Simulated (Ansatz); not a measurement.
A nudged elastic band was laid between two geometries of C$_{4}$H$_{7}$N (12 atoms, charge 0, multiplicity 1).

The calculation used RKS r2SCAN-D4/STO-3G (Ansatz).

```json
{
  "movable images": "7",
  "climbing image": "yes",
  "spring": "5.0 eV/Å²",
  "optimiser": "quadratic models (default)",
  "start path": "IDPP",
  "force threshold": "0.05 eV/Å",
  "iteration limit": "60",
  "end points": "relaxed"
}
```

Image 0:

```xyz
12
Properties=species:S:1:pos:R:3
C -1.981 0.438 -0.159
C -0.874 -0.302 0.016
C 0.537 0.228 -0.014
C 1.639 -0.821 0.213
N 0.919 1.482 -0.213
H -2.982 -0.006 -0.124
H -1.936 1.520 -0.341
H -0.967 -1.383 0.197
H 1.508 -1.307 1.193
H 2.624 -0.338 0.175
H 1.587 -1.603 -0.561
H 0.003 2.036 -0.347
```

Image 8:

```xyz
12
Properties=species:S:1:pos:R:3
C -1.893 0.648 0.373
C -0.800 -0.129 0.446
C 0.492 0.120 -0.288
C 1.593 -0.928 -0.056
N 0.772 1.130 -1.100
H -2.805 0.414 0.933
H -1.926 1.551 -0.251
H -0.815 -1.027 1.081
H 1.247 -1.923 -0.378
H 1.844 -0.989 1.015
H 2.491 -0.655 -0.625
H -0.123 1.733 -1.115
```

Problem. Which bonds break or form, and what moves?

Solution. No bond is made or broken. The dihedral N5–C3–C4–H10 goes from 0 to 121°. The two ends are copies of one structure, up to a mirror image or an exchange of like atoms.

Problem. Give the energies along the band, and the barrier.

Solution. It converged. The highest image is number 4 of 0 to 8, 0.068 eV above the ends, which have the same energy within 2 meV. A vibrational analysis at the climbing image gives one clearly imaginary mode, 165i cm⁻¹: a first-order saddle point. Limits of this set-up: minimal basis.

```csv
image,path coordinate (Å),energy (eV),dihedral N5–C3–C4–H10 (°)
0,0.00,0.000,0
1,0.42,0.010,15
2,0.84,0.034,29
3,1.26,0.058,44
4,1.68,0.068,59
5,2.10,0.058,75
6,2.52,0.033,90
7,2.95,0.009,106
8,3.37,0.000,121
```

Problem. What is the geometry of the highest image?

Solution. 
```xyz
12
Properties=species:S:1:pos:R:3
C -1.948 0.581 0.206
C -0.854 -0.188 0.338
C 0.509 0.144 -0.212
C 1.626 -0.890 0.049
N 0.846 1.230 -0.895
H -2.914 0.285 0.629
H -1.928 1.538 -0.330
H -0.926 -1.140 0.884
H 1.243 -1.748 0.618
H 2.447 -0.426 0.615
H 2.039 -1.251 -0.905
H -0.061 1.809 -0.965
```

Problem. What are the harmonic wavenumbers there?

Solution. 165i, 46, 313, 417, 436, 572, 696, 817, 949, 980, 1093, 1108, 1133, 1142, 1193, 1411, 1496, 1560, 1567, 1665, 1678, 1692, 1810, 3320, 3390, 3424, 3451, 3483, 3510, 3551 cm⁻¹.

The run took 2.1 min on 1 thread of Arm Neoverse V2 (shared host), peak memory 0.11 GiB.
